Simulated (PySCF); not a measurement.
One of the candidates below gave these computed data.

All candidates are C4H5NS.

* Rotational structure: rotational constants A, B, C: 5.321, 3.279, 2.032 GHz [GFN2-xTB]
* Polarisability: 72.1 au [PBE0/def2-SVPD]
* UV, first state: lowest singlet excitation: 4.57 eV (271 nm, f = 0.003) [TDDFT PBE0/def2-SVPD]
* Triplet: lowest triplet excitation (Tamm–Dancoff): 3.36 eV [TDA PBE0/def2-SVPD]
* Dipole: 1.67 D [PBE0/def2-SVPD]
* UV, strongest line: among the 8 lowest singlet transitions: S2 at 5.02 eV (247 nm, f = 0.128) [TDDFT PBE0/def2-SVPD]

The electronic properties come from PySCF, for the isolated species, density fitting. Levels stand in brackets. Isolated species at its GFN2-xTB geometry, gas phase.

Problem. Which candidate is it?
A. `CS/C=C/C#N`
B. `Nc1cccs1`
C. `Cc1cscn1`

Solution. B. It is `Nc1cccs1`. Numbering: `[NH2:1][c:2]1[cH:3][cH:4][cH:5][s:6]1`. Its formula, C4H5NS, gives 3 degrees of unsaturation: 1 ring and 2 π bonds in the structure found (Kekulé form). By its constants the optimised geometry is an asymmetric top.

The others, at the same levels:
- `Cc1cscn1` fails: its computed lowest singlet excitation is 5.43 eV (228 nm, f = 0.000) (against 4.57 eV), lowest triplet excitation (Tamm–Dancoff) is 3.80 eV (against 3.36 eV) and strongest line among the 8 lowest singlet transitions is S2 at 5.58 eV (222 nm, f = 0.069) (against S2 at 5.02 eV).
- `CS/C=C/C#N` fails: its computed lowest singlet excitation is 5.11 eV (243 nm, f = 0.471) (against 4.57 eV), static isotropic polarisability is 78.6 au (against 72.1 au) and rotational constant A is 10.362 GHz (against 5.321 GHz).

Each candidate is one conformer, not necessarily the lowest. Dipoles, sizes and rotational constants follow the conformer. The torsions of the flexible species, by atom-mapped SMILES:
- `[NH2:1][c:2]1[cH:3][cH:4][cH:5][s:6]1`: H–N1–C2–C3 -161°, H–N1–C2–C3 -26°
- `[CH3:1][S:2]/[CH:3]=[CH:4]/[C:5]#[N:6]`: C1–S2–C3–C4 0°
